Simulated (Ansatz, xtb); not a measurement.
# CH7Si2: where a starting geometry ends

The starting geometry of this gas-phase doublet has its atoms placed at random.

| atom | x (Å) | y (Å) | z (Å) |
| --- | --- | --- | --- |
| C | 0.9808 | 1.9385 | -0.3930 |
| Si | -0.7395 | -0.0212 | 0.9372 |
| Si | -0.2272 | 1.4653 | -1.4472 |
| H | 0.1376 | 1.9600 | 0.8881 |
| H | 1.3934 | 0.6302 | 0.2347 |
| H | -0.1140 | -0.2823 | -0.0863 |
| H | -0.1868 | 0.8152 | -0.3831 |
| H | 0.4932 | -1.1523 | 0.8827 |
| H | -1.2976 | 0.7085 | -0.2966 |
| H | 1.1151 | 0.6789 | -1.7083 |

**Question.** One run relaxed it with r2SCAN-D4/def2-SVP. What is a likely outcome?

**Answer.** It loosens into CH5Si + H2Si, which stay close as a complex. Distances that change by over a tenth: C1–Si3 (1.67 → 1.90 Å), Si2–H6 (1.23 → 1.54 Å), Si3–H9 (1.74 → 1.49 Å). Contacts that open: Si2–H7 (1.66 → 2.06 Å), Si2–H9 (1.54 → 4.98 Å), Si3–H7 (1.25 → 2.40 Å). Contacts that close: C1–H4 (1.53 → 1.10 Å), C1–H5 (1.51 → 1.10 Å), C1–H7 (1.62 → 1.12 Å).

The energy falls by 14.75 eV over 39 steps:

| step | E − E(last) (eV) |
| --- | --- |
| 1 | 14.748 |
| 5 | 3.644 |
| 9 | 0.624 |
| 14 | 0.111 |
| 18 | 0.099 |
| 22 | 0.065 |
| 26 | 0.015 |
| 31 | 0.001 |
| 35 | 0.000 |
| 39 | 0.000 |

Final geometry (Å):

```xyz
10

C     0.2977    1.3597    0.0967
Si    0.1146   -0.6415    1.8468
Si    0.2444    1.9211   -1.7166
H    -0.3394    1.9934    0.7280
H     1.3313    1.3753    0.4687
H    -1.0743   -1.1789    1.0335
H    -0.1150    0.3171    0.0345
H     1.1068   -1.3862    0.9441
H    -1.1542    1.9004   -2.2433
H     1.1429    1.0802   -2.5642
```

From the same start GFN2-xTB ends elsewhere, at `C[SiH][SiH3]`.

From so rough a start the end depends on the optimiser's path, so another program may land elsewhere. No frequencies were run, so the end isn't proven a minimum. Open shells are spin-unrestricted. Run with Ansatz 0.2.0, 100 s on 2 threads of Intel(R) Xeon(R) 6975P-C (Granite Rapids) (shared host).
